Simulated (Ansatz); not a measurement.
Seven cases of ionisation energy of first-row species (electronic energies, eV); geometries: B3LYP-D3(BJ)/def2-TZVP. The cases were drawn at random from those of this class that have a high level and all functionals, leaving out states under which another spin lies or may lie. Left out are anions, K, Ca, elements past Kr, ionisation of Li, Na and Mg, pi-pi* triplets of linear molecules and other triplets made from a closed-shell parent. Runs that doubt their state, and full CI more than 15 mEh from coupled cluster, are set aside; a case stays where another high level and all functionals remain. AFQMC serves as high level only in triple zeta or larger, with a steady walk, a bar under 0.8 kcal/mol and agreement with other high levels or trials where they ran; where none ran, an unstable determinant or (outside 3d species) a high T1 diagnostic also bars it, so strongly correlated cases are thinned. No case was kept or dropped by the size of a functional's miss. High levels with a bar over 0.5 kcal/mol are left out too, and the seventh case lies inside the range of the six. Affinities count positive where energy is released, gaps as the second state minus the first. PBE is by Ansatz (a quantum-chemistry and plane-wave program) in def2-TZVPD. High levels (Ansatz): P = CCSD(T)/CBS(cc-pVQZ,cc-pV5Z) + [CCSDT(Q) - CCSD(T)]/cc-pVDZ + core + X2C; Q = CCSD(T)/CBS(cc-pVQZ,cc-pV5Z) + [CCSDT(Q) - CCSD(T)]/cc-pVTZ + [CCSDTQ - CCSDT(Q)]/cc-pVDZ + core + X2C; R = CCSD(T)/CBS(cc-pVQZ,cc-pV5Z) + [CCSDT(Q) - CCSD(T)]/cc-pVTZ + core + X2C; S = CCSD(T)/CBS(cc-pVTZ,cc-pVQZ) + [CCSDT(Q) - CCSD(T)]/cc-pVDZ + core + X2C. Radicals and triplets start from unrestricted determinants; spin-orbit coupling is neglected. CBS(X,Y): correlation extrapolated as X^-3, Hartree-Fock from the larger set (Q,5: extrapolated as (X+1)exp(-9√X)). A bracket is a step between two methods taken in the basis named. Functionals run without relativity, which enters their misses. '+ core + X2C': CCSD(T) terms for core correlation (cc-pwCVTZ) and scalar relativity (cc-pVTZ-DK). The UHF reference of CH2O+ (parent SMILES C=O, doublet) is spin-contaminated (<S^2> up to 0.04 over the pure value in the sets run). The UHF reference of N2O+ (parent SMILES N#[N+][O-], doublet) is spin-contaminated (<S^2> up to 0.27 over the pure value in the sets run). The UHF reference of CHN+ (parent SMILES C#N, doublet) is spin-contaminated (<S^2> up to 0.04 over the pure value in the sets run). The spin of CH2O2+ (parent SMILES O=CO, doublet) was assumed, and the state is the lowest solution found for it. The spin of N2O+ (parent SMILES N#[N+][O-], doublet) was assumed, and the state is the lowest solution found for it. The spin of CH2F2+ (parent SMILES FCF, doublet) was assumed, and the state is the lowest solution found for it.

```
case                                                                    PBE  level  high level
--------------------------------------------------------------------  -----  -----  ----------
CH2O2 (SMILES C(O)=O) → CH2O2+ (parent SMILES O=CO, doublet)          11.13      S       11.38
CH2O (formaldehyde, SMILES C=O) → CH2O+ (parent SMILES C=O, doublet)  10.72      Q       10.97
N2O (SMILES [N+](#N)[O-]) → N2O+ (parent SMILES [O-][N+]#N, doublet)  12.86      R       12.96
C2H4 (SMILES C=C) → C2H4+ (parent SMILES C=C, doublet)                10.34      R       10.58
CH4O (methanol, SMILES CO) → CH4O+ (parent SMILES CO, doublet)        10.44      P       11.00
CHN (SMILES C#N) → CHN+ (parent SMILES C#N, doublet)                  13.51      Q       13.65
CH2F2 (SMILES FCF) → CH2F2+ (parent SMILES FCF, doublet)              12.09      S    withheld
```

Q: Fit a straight line from PBE to the high level over the first six rows by least squares, predict the seventh, and compare with the calculation.

A: Means: PBE 11.500, high level 11.757. Sxx = 9.1042, Sxy = 8.3621, slope 0.9185, intercept +1.194 eV; residual standard deviation 0.13 eV. Seventh row: 0.9185·(12.09) +1.194 = 12.30 eV. The calculation gave 12.92 eV: the line differs from it by -0.62, PBE itself by -0.83.
